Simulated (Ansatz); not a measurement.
# Sc3Al: Seebeck coefficient and carrier response

All numbers below come from DFT LDA, scalar-relativistic, plane waves, PAW (Ansatz). Settings: 420 eV plane-wave cutoff, Γ-centred 10×10×10 mesh, Fermi-Dirac smearing of 0.15 eV. No spin polarisation.

Relaxed structure:
```
Sc Al
1.0
     4.32057    0.00000    0.00000
     0.00000    4.32057    0.00000
     0.00000    0.00000    4.32057
Sc Al
3 1
Direct
  0.50000 0.00000 0.50000
  0.00000 0.50000 0.50000
  0.50000 0.50000 0.00000
  0.00000 0.00000 0.00000
```

In a metal these results depend on the k mesh and the smearing.

Constant relaxation time and rigid bands. The levels are interpolated over the whole zone and filled by a Fermi function at the stated temperature, with the chemical potential set by the electron count. Seebeck coefficients of a few μV/K are small differences and uncertain even in sign.

Question: Give the Drude plasma energies, the density of states at the chemical potential and σ/τ at 300 K.

Answer:
| Quantity | Value |
| --- | --- |
| Plasma energy xx, yy, zz | 3.72, 3.72, 3.72 eV |
| Density of states (thermally broadened) | 5.15 states/eV/cell |
| Conductivity over τ, xx, yy, zz | 2.8, 2.8, 2.8 ×10²⁰ (Ω·m·s)⁻¹ |

Question: And the Seebeck coefficient (μV/K)?

Answer:
```json
{"T (K)": "300", "Sxx": "1.0", "Syy": "1.0", "Szz": "1.0"}
{"T (K)": "600", "Sxx": "4.2", "Syy": "4.2", "Szz": "4.2"}
{"T (K)": "900", "Sxx": "4.8", "Syy": "4.8", "Szz": "4.8"}
```

Whether Sc3Al exists in this form wasn't checked.

Cost: 1 run of about 0.98 core-minutes, on Intel Xeon 6975P-C (Granite Rapids) (shared hosts).